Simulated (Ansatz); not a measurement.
System: C$_{4}$H$_{9}$, charge -1, multiplicity 1. It need not be the lowest isomer of its formula. Whether it binds its extra electron was not tested at this geometry. SMILES: [CH2-]CCC
Coordinates optimised at B3LYP-D3(BJ)/def2-TZVP (Ansatz, an electronic-structure program):
```xyz
13

C      0.8148     1.9292    -0.0078
C      0.7163     0.4168    -0.0064
C     -0.6840    -0.2620     0.0061
C     -0.6402    -1.7959     0.0062
H     -1.6353    -2.2561     0.0151
H      0.2975     2.3314     0.8850
H      0.2818     2.3309    -0.8915
H     -0.0959    -2.1657     0.8820
H     -0.1114    -2.1663    -0.8789
H      1.2419     0.0012    -0.8868
H      1.2573     0.0017     0.8648
H     -1.2464     0.0968    -0.8643
H     -1.2309     0.0973     0.8861
```
Charge -1, spin multiplicity 1.

Question: Give the harmonic wavenumbers at B3LYP-D3(BJ)/def2-TZVP (Ansatz, finite differences of forces, unscaled).

Answer: 128, 212, 256, 312, 421, 715, 744, 809, 824, 974, 975, 1008, 1089, 1211, 1267, 1270, 1310, 1311, 1373, 1423, 1447, 1476, 1489, 1495, 2863, 2865, 2875, 2902, 2978, 2988, 3010, 3029, 3044 cm⁻¹. Zero-point energy 71.6 kcal/mol.

Question: From these and the geometry, give the ideal-gas thermochemistry at 298.15 K and 1 atm (rigid rotor, harmonic oscillator).

Answer: Point group Cs, rotational symmetry number 1. Rotational constants 24.68, 3.671, 3.47 GHz. S(trans) 38.05, S(rot) 24.44, S(vib) 10.46, S(elec, spin only) 0.00, S 72.9 cal/(mol K). H(298) - H(0) 4.25 kcal/mol; G - E(el) 54.1 kcal/mol.
